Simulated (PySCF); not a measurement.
## `CC[PH+]1C=C1`, [C$_{4}$H$_{8}$P]+, charge +1

Molfile (atoms numbered from 1):
```
C4H8P
     RDKit          3D

 13 13  0  0  0  0  0  0  0  0999 V2000
   -1.5261   -0.5155    0.4341 C   0  0  0  0  0  0  0  0  0  0  0  0
   -0.9970    0.6744   -0.3525 C   0  0  0  0  0  0  0  0  0  0  0  0
    0.8019    0.6879   -0.4851 P   0  0  0  0  0  0  0  0  0  0  0  0
    1.8655   -0.0749    0.6839 C   0  0  0  0  0  0  0  0  0  0  0  0
    1.7879   -0.7627   -0.4441 C   0  0  0  0  0  0  0  0  0  0  0  0
   -2.6223   -0.4537    0.4782 H   0  0  0  0  0  0  0  0  0  0  0  0
   -1.1518   -0.5243    1.4683 H   0  0  0  0  0  0  0  0  0  0  0  0
   -1.2661   -1.4722   -0.0418 H   0  0  0  0  0  0  0  0  0  0  0  0
   -1.2698    1.6409    0.1069 H   0  0  0  0  0  0  0  0  0  0  0  0
   -1.3749    0.6979   -1.3899 H   0  0  0  0  0  0  0  0  0  0  0  0
    1.2982    1.8032   -1.1934 H   0  0  0  0  0  0  0  0  0  0  0  0
    2.3217   -0.0399    1.6757 H   0  0  0  0  0  0  0  0  0  0  0  0
    2.1403   -1.6563   -0.9642 H   0  0  0  0  0  0  0  0  0  0  0  0
  1  2  1  0
  2  3  1  0
  3  4  1  0
  4  5  2  0
  5  3  1  0
  1  6  1  0
  1  7  1  0
  1  8  1  0
  2  9  1  0
  2 10  1  0
  3 11  1  0
  4 12  1  0
  5 13  1  0
M  CHG  1   3   1
M  END
```

Computed, not measured: PySCF 2.14.0, GIAO HSE06/pcSseg-1 magnetisability, rotational g tensor and spin-rotation constants, non-relativistic, gas phase. Geometry: PBE0-D3(BJ)/def2-SVP.

For an ion the centre-of-mass motion in the field is neglected.

(1) Give the nuclear spin-rotation constants along the inertial axes (H = +C I·J) beside the isotropic shieldings.

Answers

(1) Rotational constants 7.5529, 2.9921, 2.5431 GHz. A star marks the isotopologue with that one atom substituted, in its own axes.
```tsv
atom	isotope	Caa (kHz)	Cbb (kHz)	Ccc (kHz)	mean (kHz)	σ (ppm)
P3	31P	5.176	3.424	4.233	4.277	484.2
H6	1H	0.106	-0.364	-0.311	-0.190	29.2
H7	1H	-0.803	-0.288	-0.127	-0.406	30.5
H8	1H	-0.804	-0.286	-0.128	-0.406	30.5
H9	1H	-0.691	-0.289	-0.113	-0.364	28.5
H10	1H	-0.697	-0.291	-0.108	-0.366	28.5
H11	1H	-0.826	0.057	-0.282	-0.351	25.7
H12	1H	-0.603	-0.193	0.019	-0.259	22.4
H13	1H	-0.592	-0.200	0.021	-0.257	22.4
C1	13C*	0.987	0.384	0.286	0.552	176.6
C2	13C*	1.022	0.342	0.430	0.598	166.0
C4	13C*	2.074	1.032	0.806	1.304	51.0
```
For the geometry as given, no vibrational averaging.
